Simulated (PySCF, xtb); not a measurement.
ethanethiol (C2H6S), SMILES CCS.

xtb with GFN2-xTB at its own geometry gives an orbital gap of 4.56 eV and a dipole moment of 2.48 D.

Geometry optimised at ωB97X-D3(BJ)/def2-TZVP. Other conformers were not sampled.

What does PySCF with r2SCAN/def2-TZVPD give? (Estimate from the structure and the level; the computed values follow.)

gap 5.60 eV (levels -5.80 and -0.21 eV), dipole 1.72 D.
